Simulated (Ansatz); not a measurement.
Molecule: C$_{2}$H$_{4}$, net charge 1, doublet state. 
Structure (B3LYP-D3(BJ)/def2-TZVP (Ansatz, a quantum-chemistry and plane-wave program) minimum search):
```xyz
6

C      0.0110     0.0066     0.6937
C     -0.0110    -0.0066    -0.6937
H     -0.2087     0.9161     1.2520
H      0.2486    -0.8922     1.2619
H      0.2120     0.8913    -1.2692
H     -0.2520    -0.9152    -1.2447
```
Charge +1, spin multiplicity 2.

Basis-set convergence of Hartree-Fock and CCSD correlation energies (hartree) with Ansatz. Correlated levels leave the core frozen unless marked. Open shells are spin-unrestricted. No spin-orbit coupling. No relativistic terms.

| basis | functions | E(HF) | E(corr, CCSD) |
|---|---|---|---|
| def2-SVP | 48 | -77.64992 | -0.25820 |
| def2-TZVPP | 118 | ___ | ___ |

Q: Complete the blanks.

A: 
- def2-TZVPP, E(HF): -77.74006
- def2-TZVPP, E(corr, CCSD): -0.30550
